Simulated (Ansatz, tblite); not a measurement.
# The cluster Mg3H4: charged states by level of theory

One table from this session's results is given with a row withheld; the runs are named, their logs left out.

Computed with Ansatz 0.2.0, Gaussian basis. Level: as each input shows.

Levels to be run: charge +1 doublet, at the geometry of the singlet (PBE0-D4/def2-TZVP, PBE-D4/def2-TZVP, r2SCAN-D4/def2-TZVP, CCSD(T)/def2-TZVPP); charge -1 doublet, at the geometry of the singlet (PBE0-D4/def2-TZVPD, PBE-D4/def2-TZVPD, r2SCAN-D4/def2-TZVPD); charge -1 doublet, relaxed (PBE0-D4/def2-TZVPD, PBE-D4/def2-TZVPD); the starting singlet's energies come from earlier runs.

## The relaxed structure

The geometry is that of the singlet, from an earlier relaxation (r2SCAN-D4/def2-TZVP). At that level it is the lowest of the isomers that a small search found.

7 atoms, charge 0, spin multiplicity 1.

Atoms are counted from 1 here; the program's logs count them from 0.

Bond lengths: Mg1–Mg3 2.746 Å, Mg1–H4 1.708 Å, Mg1–H5 1.875 Å, Mg1–H7 1.877 Å, Mg3–H5 1.875 Å, Mg3–H6 1.708 Å, Mg3–H7 1.877 Å. Angles: Mg3–Mg1–H4 174.1°, Mg3–Mg1–H5 42.9°, Mg3–Mg1–H7 43.0°, H4–Mg1–H5 137.6°, H4–Mg1–H7 137.3°, H5–Mg1–H7 85.1°, Mg1–Mg3–H5 42.9°, Mg1–Mg3–H6 174.4°, Mg1–Mg3–H7 43.0°, H5–Mg3–H6 137.6°, H5–Mg3–H7 85.1°, H6–Mg3–H7 137.3°, Mg1–H5–Mg3 94.2°, Mg1–H7–Mg3 94.0°.

The first run:

File in.yaml:

```yaml
crystal:
  periodic: [false, false, false]
  atoms:
    - {symbol: Mg, position_ang: [0.888340, 1.124360, -0.181928]}
    - {symbol: Mg, position_ang: [-1.426023, 0.423780, 2.213022]}
    - {symbol: Mg, position_ang: [-0.410830, -1.264952, -0.564283]}
    - {symbol: H, position_ang: [1.600812, 2.628113, 0.201538]}
    - {symbol: H, position_ang: [-0.563700, 0.496287, -1.188548]}
    - {symbol: H, position_ang: [-1.301444, -2.718973, -0.660095]}
    - {symbol: H, position_ang: [1.212846, -0.688616, 0.180295]}
basis:
  gaussian: {orbitals: def2-TZVP}
total_charge: 1
magnetization: {spin_polarized: true, initial_magnetization: 1}
hamiltonian: {xc: pbe0, dispersion: d4}
output: {orbitals: {seedname: orbitals}}
```

Launch:

```bash
$ ansatz run in.yaml --threads 4 --pin off --events-out ev --progress --plain --max-ram 3916MiB
```

Among the steps run: Charge +1 doublet at the fixed geometry, PBE0-D4/def2-TZVP; Charge +1 doublet at the fixed geometry, PBE-D4/def2-TZVP; Charge +1 doublet at the fixed geometry, r2SCAN-D4/def2-TZVP; Charge +1 doublet at the fixed geometry, CCSD(T)/def2-TZVPP.

One of the session's tables, all rows but one given; the rest of the session is left out.

It belongs to the step «Vertical ionisation energy». 

| method | vertical ionisation energy (eV) |
| --- | --- |
| HF/def2-TZVPP | 7.29 |
| PBE-D4/def2-TZVP | 7.96 |
| r2SCAN-D4/def2-TZVP | 7.87 |
| PBE0-D4/def2-TZVP | 8.13 |
| MP2/def2-TZVPP | 8.03 |
| CCSD/def2-TZVPP | ? |
| CCSD(T)/def2-TZVPP | 8.21 |

**Question.** Estimate the row for CCSD/def2-TZVPP.

The run gave: vertical ionisation energy (eV): 8.18. In the column «vertical ionisation energy (eV)» it lies between PBE0-D4/def2-TZVP (8.13) and CCSD(T)/def2-TZVPP (8.21).

To keep in mind: The anion's highest level is positive in at least one run, so there the basis alone may hold the extra electron.
